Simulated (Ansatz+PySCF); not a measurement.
## doublet LiF(+): levels of theory in one basis

| atom | x (Å) | y (Å) | z (Å) |
| --- | --- | --- | --- |
| Li | 0.0000 | 0.0000 | -0.9944 |
| F | 0.0000 | 0.0000 | 0.9944 |

Basis set: cc-pCVTZ on Li; cc-pVTZ on F (spherical functions). Frozen core: 1 orbital. Correlation on ROHF uses semicanonical orbitals with singles. Charge 1, multiplicity 2.

Computed with Ansatz (development build ahead of 0.2.0) and PySCF 2.14.0; each method stands on the lowest determinant of its kind that the runs found.

| method | E − E(ROHF) (eV) | <S²> of the determinant |
| --- | --- | --- |
| ROHF | 0.00 | 0.75 |
| UHF | -0.13 | 0.75 |
| ROHF-MP2 | -6.61 | – |
| UHF-MP2 | -6.60 | 0.75 |
| ROHF-CCSD(T) | -7.13 | – |
| UHF-CCSD(T) | -7.13 | 0.75 |

What does UHF-CCSD give on the same scale?

-7.02 eV.
